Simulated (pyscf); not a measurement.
## Four-centre exchange: `[F][BH][F]` + `[CH2]=[CH2]` → `[CH2]=[CH][F]` + `[BH2][F]`

Gas phase, singlet surface, charge 0. Bonds broken: F1–B2, C5–H7. Bonds formed: F1–C5, B2–H7. Single points on ωB97X-D3(BJ)/def2-SVP structures (PySCF, gas phase). MP2 and CC: frozen core, UHF for open shells. ΔMP2 is the change of the MP2 total energy from the triple- to the quadruple-zeta basis.

Transition state (Å):

```xyz
10

F     -2.0061     0.3695     0.2901
B     -1.3414    -0.9966    -0.0283
F     -0.6188    -1.3738     1.0498
H     -2.1384    -1.7715    -0.5096
C     -0.7103     1.0435    -0.5356
C      0.2341     1.5738     0.2225
H     -0.5795    -0.4562    -0.9291
H     -1.1589     1.3759    -1.4697
H      0.7434     2.4588    -0.1664
H      0.5469     1.1312     1.1696
```

One imaginary mode, 997i cm⁻¹; descent along it reached the two sides named.

| bond | change | reactant side (Å) | saddle | product side |
|---|---|---|---|---|
| F1–B2 | breaks | 1.322 | 1.552 | 2.390 |
| C5–H7 | breaks | 1.090 | 1.556 | 3.3 |
| F1–C5 | forms | 3.5 | 1.678 | 1.352 |
| B2–H7 | forms | 3.2 | 1.298 | 1.209 |

Electronic energies relative to the separated reactants (eV):

```csv
level,barrier,reaction energy,reverse barrier
ωB97X-D3(BJ)/def2-TZVP,3.97,+2.34,1.63
PBE/def2-TZVP,3.51,+2.29,1.22
r²SCAN/def2-TZVP,3.65,+2.39,1.26
B3LYP-D3(BJ)/def2-TZVP,3.90,+2.36,1.53
PBE0-D3(BJ)/def2-TZVP,3.77,+2.35,1.42
M06-2X/def2-TZVP,4.01,+2.41,1.60
ωB97M-D3(BJ)/def2-TZVP,3.96,+2.40,1.57
HF/def2-TZVP,5.09,+2.45,2.64
MP2/def2-QZVPP,4.14,+2.52,1.62
CCSD/def2-TZVPP,4.31,+2.46,1.85
CCSD(T)/def2-TZVPP,4.13,+2.45,1.68
CCSD(T)/def2-TZVPP + ΔMP2(QZVPP),4.13,+2.46,1.68
```

With CCSD(T)/def2-TZVPP + ΔMP2(QZVPP) energies and thermal terms (ideal gas, 1 atm, RRHO with modes under 100 cm⁻¹ raised to 100, one conformer, R ln 2 for chiral ones without a mode under 150 cm⁻¹), in eV:

```csv
T (K),ΔH‡,ΔG‡,ΔH,ΔG
298,4.07,4.55,+2.40,+2.36
600,4.09,5.03,+2.41,+2.33
900,4.13,5.48,+2.41,+2.29
1200,4.17,5.93,+2.42,+2.24
```

The same reactants have a lower exit, to H₃C–CH₂–B(F)–F (barrier +1.01 eV at ωB97M-D3(BJ)/def2-TZVP, against +3.96 eV here). This is the saddle that the search found; another between the same sides may lie lower. The CCSD(T) − MP2 part came from Ansatz, without density fitting, on the same reference.
